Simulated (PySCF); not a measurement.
Boron: a sound run and one with changed settings

Sound run: B [He] 2s2 2p1, B⁺ [He] 2s2. Computed with PySCF 2.14 in cc-pVTZ-DK (4s3p2d1f, 30 functions), with the spin-free X2C one-electron Hamiltonian (Gaussian nucleus). In the sound run the correlated levels freeze 1s2. The sound run starts from symmetry-adapted Hartree-Fock orbitals and uses a fine grid where one is needed.

Changed run: basis STO-3G, all-electron and non-relativistic. This setting is unsound on purpose.

| species | method | sound run (hartree) | changed run (hartree) | converged |
| --- | --- | --- | --- | --- |
| B | UHF | -24.53880 | -24.14899 | yes |
| B | TPSS | -24.67419 | -24.28925 | yes |
| B | PBE | -24.61687 | -24.22451 | yes |
| B | MP2 | -24.58289 | -24.16765 | yes |
| B | CCSD(T) | -24.60483 | -24.18899 | yes |
| B⁺ | UHF | -24.24351 | -23.94847 | yes |
| B⁺ | TPSS | -24.35208 | -24.05646 | yes |
| B⁺ | PBE | -24.29842 | -23.99710 | yes |
| B⁺ | MP2 | -24.27940 | -23.97788 | yes |
| B⁺ | CCSD(T) | -24.30326 | -24.00944 | yes |

Ionisation energy of B:

```tsv
method	sound run (eV)	changed run (eV)
UHF	8.035	5.456
TPSS	8.765	6.335
PBE	8.666	6.188
MP2	8.258	5.164
SCS-MP2	8.227	5.105
CCSD	8.170	4.886
CCSD(T)	8.206	4.886
```

A minimal basis cannot let orbitals breathe on ionisation and holds almost no correlation. The Hamiltonian changed with the basis, so the totals do not compare.

For comparison, NIST gives 8.298 eV between the lowest levels.
